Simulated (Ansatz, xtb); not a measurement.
C5H10O: 5 structures ranked

5 gas-phase structures of C5H10O, from a drawn sample of its isomers (lower ones may exist). Each was relaxed with GFN2-xTB; where two conformers were screened, the lower at r2SCAN-D4/def2-SVP is listed:

A. `C[C@@H]1CC[C@H]1O`, a singlet
B. `C[C@H]1C[C@@H](O)C1`, a singlet
C. `C[C@@H]1CC[C@@H]1O`, a singlet
D. `C[C@H]1C[C@H](O)C1`, a singlet
E. `CC1(O)CCC1`, a singlet

Question: Estimate their order in r2SCAN-D4/def2-SVP energy at these geometries, lowest first.

Answer: Calculated order at r2SCAN-D4/def2-SVP: E (0.0), A (2.4), B (2.8), C (3.1), D (3.5) kcal/mol. Less than 1 kcal/mol parts A and B; B and C; C and D, so the order within those pairs means little.

Energies above the lowest of each column, in kcal/mol; the last columns are at PBE0-D3(BJ)/def2-SVP geometries:

| structure | GFN2-xTB | HF/STO-3G | r2SCAN-D4/def2-SVP | PBE0-D3(BJ)/def2-SVP | CCSD(T)/def2-SVP + ΔMP2/def2-TZVPP |
| --- | --- | --- | --- | --- | --- |
| E | 0.0 | 0.0 | 0.0 | 0.0 | 0.0 |
| A | 0.6 | 0.8 | 2.4 | 1.2 | 2.1 |
| B | 2.2 | 1.6 | 2.8 | 1.9 | 2.8 |
| C | 3.6 | 2.4 | 3.1 | 2.8 | 3.7 |
| D | 2.5 | 2.2 | 3.5 | 3.1 | 3.8 |

Every level run on E puts it lowest or level with the lowest. Flexible structures stand in one conformer each, not always the lowest. ΔMP2 is the change of the MP2 energy from the smaller to the larger basis.

Over these structures GFN2-xTB departs from r2SCAN-D4/def2-SVP by 0.7 kcal/mol on average once a common shift is removed. A GFN2-xTB relaxation took about 0.7 s and the r2SCAN-D4/def2-SVP energy about 6.6 s on a shared host (Ansatz 0.2.0, xtb 6.7.1).
